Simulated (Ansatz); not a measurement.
The input, for Ansatz 0.2.0:

```yaml
crystal:
  periodic: [false, false, false]
  atoms:
    - {symbol: H, position_ang: [0.000000, 0.000000, -0.969667]}
    - {symbol: H, position_ang: [0.000000, 0.000000, -0.026667]}
    - {symbol: O, position_ang: [0.000000, 0.000000, 0.996333]}
basis:
  gaussian: {orbitals: cc-pVDZ}
magnetization: {spin_polarized: true, initial_magnetization: 2}
hamiltonian: {xc: {name: PBE}}
output: {orbitals: {seedname: orbitals}}
```

```sh
$ ansatz run in.yaml --threads 1 --pin off --events-out ev --progress --plain --max-ram 2816MiB --backend cpu
```

Log:

```
251 factors; their error is unknown
mean field evaluation 1: about -2070.8811 eV, gradient 1.5e1 eV
mean field evaluation 2: about -2069.6020 eV, gradient 2.3e1 eV
mean field evaluation 4: about -2071.7776 eV, gradient 3.9e-1 eV
mean field evaluation 8: about -2071.7643 eV, gradient 4.6e-4 eV
mean field evaluation 16: about -2071.7643 eV, gradient 6.0e-5 eV
mean field -2071.76430037 eV, -76.1359337461 hartree, gradient 7.2e-5 eV, S^2 2.004268; 1 other end points of the search recorded, 0 dependent functions left out
reference -2071.76431845 eV, -76.1359344108 hartree; 6, 4 occupied and 18, 20 virtual orbitals, 251 factors
Total energy: -2071.76431845 eV, -76.1359344108 hartree
```

Ran on 1 thread of AMD EPYC 7R13, shared host: 0.52 s wall, 0.14 GiB peak host memory.
